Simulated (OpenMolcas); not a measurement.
# AlH (SMILES [AlH]) at 6 levels

Wanted: a comparison of 6 runs (HF/6-311G, PBE/6-311G, PBE0/6-311G, SVWN5/6-311G, r2SCAN/6-311G, CCSD(T)/6-311G) of AlH. 

The results are computed with OpenMolcas 26.06.

1 further run of the same task is left out (set aside as unsound or not needed).

### Step 1. The molecule

AlH: 2 atoms, total charge 0, spin state singlet. As SMILES, `[AlH]`. The Al1–H2 distance was set to 2.420 Å, away from the relaxed value.

### Step 2. The energy at HF/6-311G (run 1)

File struct.xyz:

```xyz
2

Al     0.000000     0.000000    -0.806730
H      0.000000     0.000000     1.613470
```

File test.input:

```
* AlH Hartree-Fock

&gateway
  baslib=$CurrDir
  coord=struct.xyz
  basis=6-311G
  group=NoSym

&seward

&scf
  thresholds=1e-10 1e-07 1e-07 1e-05
  prorbitals=1 1
```

The basis set 6-311G is read from a file made from the Basis Set Exchange's data (not shown).

The run is started by

```bash
export MOLCAS_MEM=1860
pymolcas test.input > test.log
```

Standard output:

```text
--- Start Module: gateway ---
[...]
--- Stop Module: gateway /rc=_RC_ALL_IS_WELL_ ---
--- Start Module: seward ---
[...]
      Basis functions           24
--- Stop Module: seward /rc=_RC_ALL_IS_WELL_ ---
--- Start Module: scf ---
[...]
       Convergence after   9 Iterations
[...]
::    Total SCF energy                               -242.4006287342
[...]
      Total spin, S                                     0.0000000000
[...]
      Total electronic charge=   14.000000
      Total            charge=   -0.000000
[...]
      Dipole Moment (debye):
      Origin of the operator (angstrom)=    0.0000    0.0000   -0.7196
                   X= -3.9127E-15               Y= -2.2504E-15               Z= -3.6582E+00           Total=  3.6582E+00
      Quadrupole Moment (debye*angstrom):
[...]
--- Stop Module: scf /rc=_RC_ALL_IS_WELL_ ---
[...]
```

Wall time 1.6 s (1 thread of Arm Neoverse V1, shared host); peak memory 0.37 GiB.

### Step 3. A single-point energy at PBE/6-311G (run 2)

struct.xyz is that of step 2.

File test.input:

```
* AlH Kohn-Sham DFT

&GATEWAY
 BasLib=$CurrDir
 Coord=struct.xyz
 Basis=6-311G
 Group=NoSym

&SEWARD
 GridInput
 Grid=UltraFine
 End of Grid

&SCF
 KSDFT=PBE
 Thresholds=1e-10 1e-07 1e-07 1e-05
 PrOrbitals=1 1
```

The basis set 6-311G is read from a file made from the Basis Set Exchange's data (not shown).

The run is started by

```bash
export MOLCAS_MEM=1860
pymolcas test.input > test.log
```

Standard output:

```text
--- Start Module: gateway ---
[...]
--- Stop Module: gateway /rc=_RC_ALL_IS_WELL_ ---
--- Start Module: seward ---
[...]
      Basis functions           24
--- Stop Module: seward /rc=_RC_ALL_IS_WELL_ ---
--- Start Module: scf ---
[...]
       Convergence after  13 Iterations
[...]
::    Total KS-DFT energy                            -242.7947703965
[...]
      Total spin, S                                     0.0000000000
[...]
      Total electronic charge=   14.000000
      Total            charge=   -0.000000
[...]
      Dipole Moment (debye):
      Origin of the operator (angstrom)=    0.0000    0.0000   -0.7196
                   X= -3.8671E-15               Y= -3.8818E-16               Z= -2.8848E+00           Total=  2.8848E+00
      Quadrupole Moment (debye*angstrom):
[...]
--- Stop Module: scf /rc=_RC_ALL_IS_WELL_ ---
[...]
```

Wall time 3.3 s (1 thread of Arm Neoverse V1, shared host); peak memory 0.37 GiB.

Runs 3 to 5 aren't shown in full; the table further down has their settings and results.

### Step 4. A single-point energy at CCSD(T)/6-311G (run 6)

struct.xyz is that of step 3.

File test.inp:

```
&GATEWAY
 BASLIB=$CurrDir
 COORD=struct.xyz
 BASIS=6-311G
 GROUP=NoSym

&SEWARD

&SCF
 THRESHOLDS=1e-10 1e-07 1e-07 1e-05
 PRORBITALS=1 1

&RASSCF
 FILEORB=$Project.ScfOrb
 SPIN=1
 NACTEL=0 0 0
 INACTIVE=7
 RAS2=0
 OUTORBITALS=Canonical
 ORBLISTING=Nothing

&MOTRA
 JOBIPH
 FROZEN=5

&CCSDT
 CCT
 TRIPLES=2
 ITERATIONS=80
 ACCURACY=1e-08
 EXTRAPOLATION=5 4
```

The basis set 6-311G is read from a file made from the Basis Set Exchange's data (not shown).

The run is started by

```bash
export MOLCAS_MEM=1860
pymolcas test.inp > test.log
```

Standard output:

```text
--- Start Module: gateway ---
[...]
--- Stop Module: gateway /rc=_RC_ALL_IS_WELL_ ---
[...]
      Basis functions           24
[...]
       Convergence after   9 Iterations
[...]
::    Total SCF energy                               -242.4006287342
[...]
      Total spin, S                                     0.0000000000
[...]
      Number of active orbitals                  0
[...]
      Spin quantum number                      0.0
[...]
      Active orbitals                            0
[...]
      Number of CSFs                             1
[...]
      Number of root(s) required                 1
[...]
      Convergence after  4 iterations
[...]
      Natural orbitals and occupation numbers for root  1
      ************************************************************************************************************************
      *                                                    Final results                                                     *
      ************************************************************************************************************************
[...]
::    RASSCF root number  1 Total energy:   -242.40062873
[...]
      Total electronic charge=   14.000000
      Total            charge=   -0.000000
[...]
      Dipole Moment (debye):
      Origin of the operator (angstrom)=    0.0000    0.0000   -0.7196
                   X= -3.9127E-15               Y= -2.2504E-15               Z= -3.6582E+00           Total=  3.6582E+00
      Quadrupole Moment (debye*angstrom):
[...]
--- Start Module: motra ---
[...]
      *** WARNING: Default frozen orbitals is overwritten by user input.
      *** Default values:   2
[...]
--- Stop Module: motra /rc=_RC_ALL_IS_WELL_ ---
--- Start Module: ccsdt ---
[...]
      Convergence after                    15  Iterations
      Total energy (diff) :    -242.46107723      -0.00000000
[...]
 METHOD                       : CCSD+T(CCSD)+<T3(1)WT1> = CCSD(T)
[...]
       CCSD     =      -242.4610772254334
[...]
--- Stop Module: ccsdt /rc=_RC_ALL_IS_WELL_ ---
[...]
```

Wall time 2.1 s (1 thread of Arm Neoverse V1, shared host); peak memory 0.37 GiB.

### Step 5. Overview of the runs

```
run           level  integration grid  frozen core orbitals  energy (Eh)  dipole moment (D) of the reference  HOMO energy (eV)  LUMO energy (eV)  wall time
  1       HF/6-311G                 –                     –  -242.400629                                3.66             -7.69              0.15      1.6 s
  2      PBE/6-311G         UltraFine                     –  -242.794770                                2.88             -4.81             -2.99      3.3 s
  3     PBE0/6-311G         UltraFine                     –  -242.811704                                3.06             -5.71             -2.29      2.8 s
  4    SVWN5/6-311G         UltraFine                     –  -241.871341                                2.83             -4.84             -3.09      2.9 s
  5   r2SCAN/6-311G         UltraFine                     –  -242.894187                                2.97             -5.02             -2.86      3.9 s
  6  CCSD(T)/6-311G                 –                     5  -242.461630                                3.66             -7.69              0.15      2.1 s
```

### Step 6. Results

| quantity | value |
| --- | --- |
| run 6: total energy | -242.46163 Eh |
| run 6: dipole moment (mean-field density) | 3.66 D |
| run 6: HOMO energy (Hartree–Fock orbitals) | -7.69 eV |
| run 6: LUMO energy (Hartree–Fock orbitals) | 0.15 eV |
| run 6: HOMO–LUMO gap (Hartree–Fock orbitals) | 7.84 eV |
| run 6: correlation energy (5 core orbitals frozen) | -61.0 mEh |
| run 6: (T) correction | -0.55 mEh |

Over runs 1, 2, 3, 4, 5 the dipole moment (its size) runs from 2.83 D (SVWN5/6-311G) to 3.66 D (HF/6-311G). Over runs 1, 2, 3, 4, 5 the HOMO–LUMO gap runs from 1.75 eV (SVWN5/6-311G) to 7.84 eV (HF/6-311G). Exact exchange widens orbital gaps. Totals of different functionals can't be ranked against each other. All runs together took 17 s, the longest 3.9 s.
